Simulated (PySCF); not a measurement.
# Static response to an electric field

C4H5P.
Structure used (GFN2-xTB), in Å, numbered top down from 1:
```xyz
10
C4H5P angstrom
C     -2.1424    0.0726   -0.0474
C     -0.8329    0.1203   -0.2429
P      0.3645   -0.4361    1.0242
C      1.8623    0.4667    0.4429
C      1.8281   -0.7396   -0.0546
H     -2.5563   -0.3001    0.8757
H     -2.8511    0.3992   -0.7921
H     -0.4180    0.4957   -1.1732
H      2.4176    1.3764    0.4981
H      2.3371   -1.4504   -0.6667
```

Level: B3LYP/def2-SVPD (PySCF), static field, nuclei fixed, core orbitals frozen in the response. The polarisability tensor in these axes (au):

```
x   98.63 -0.60 -1.45
y   -0.60 57.28 -0.94
z   -1.45 -0.94 59.26
```

**Question.** Diagonalise the tensor; give its mean and Δα, where Δα² is half the sum of the squared differences of the eigenvalues.

**Answer.** Principal values 56.88, 59.61 and 98.69 au; mean 71.72 au = 10.63 Å³ = 11.83 × 10⁻⁴⁰ C²·m²/J; Δα = 40.52 au (56 % of the mean).

**Question.** What is the dipole moment, and where does it point?

**Answer.** (0.56, 0.45, -1.13) D, 1.34 D in size, pointing from the negative to the positive side. Measured along this direction, the outermost atoms are H6 at the negative end and H10, H9 and H8 at the positive end.

**Question.** Traceless (Buckingham) quadrupole moment about the centre of nuclear charge: eigenvalues?

**Answer.** -3.89, -0.38, 4.27 D·Å. The values depend on the origin, since the dipole doesn't vanish. The electronic extent ⟨r²⟩ about the same centre is 531 bohr², a root-mean-square distance of 1.84 Å for the 44 electrons.

**Question.** Refractivity n − 1 of an ideal gas of it at 400 K and 1 atm, from the electronic α?

**Answer.** N = p/kT = 1.8347 × 10¹⁹ cm⁻³, so n − 1 = 2π × N × 10.63 × 10⁻²⁴ cm³ = 1225 × 10⁻⁶ at long wavelengths, for an ideal gas.

**Question.** Rayleigh depolarisation ratio (linearly polarised light, static tensor)?

**Answer.** ρ = 3Δα²/(45ᾱ² + 4Δα²) = 4924.5/(231493 + 6565.9) = 0.0207.

Geometry: GFN2-xTB, one conformer, isolated molecule.

These values come from a run that also computed excited states. Time: 13 s. Hardware: one thread, Arm Neoverse V1 (shared host).
